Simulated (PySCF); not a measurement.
disilane cation (H6Si2), SMILES [SiH3][SiH3] (connectivity only; charge and spin as stated), charge +1, multiplicity 2.

Geometry optimised at B3LYP-D3(BJ)/def2-TZVP. The multiplicity is an assumed one; other spin states were not compared.

Calculation: TDA-PBE/def2-SVPD run with PySCF.

Vertical excitations; the highest root listed may be one member of a degenerate set. 

| state | energy (eV) | λ (nm) | f | main pairs |
|---|---|---|---|---|
| root 1 | 3.01 | 411 | 0.000 | β HOMO→LUMO (degenerate set) |
| root 2 | 3.01 | 411 | 0.000 | β HOMO−1→LUMO (degenerate set) |
| root 3 | 3.43 | 361 | 0.004 | β HOMO−2→LUMO (degenerate set) |
| root 4 | 3.43 | 361 | 0.004 | β HOMO−3→LUMO (degenerate set) |
| root 5 | 5.75 | 216 | 0.310 | α HOMO→LUMO 89 %, β HOMO−4→LUMO 8 % |
| root 6 | 6.47 | 192 | 0.000 | α HOMO→LUMO+1 93 %, β HOMO−5→LUMO 6 % |
| root 7 | 6.90 | 180 | 0.000 | α HOMO−1→LUMO, β HOMO→LUMO+1 (degenerate set) |
| root 8 | 6.90 | 180 | 0.000 | α HOMO−2→LUMO, β HOMO−1→LUMO+1 (degenerate set) |
| root 9 | 7.38 | 168 | 0.000 | α HOMO−4→LUMO, β HOMO−3→LUMO+1 (degenerate set) |
| root 10 | 7.38 | 168 | 0.000 | α HOMO−3→LUMO, β HOMO−2→LUMO+1 (degenerate set) |
Unrestricted roots are not spin-pure.
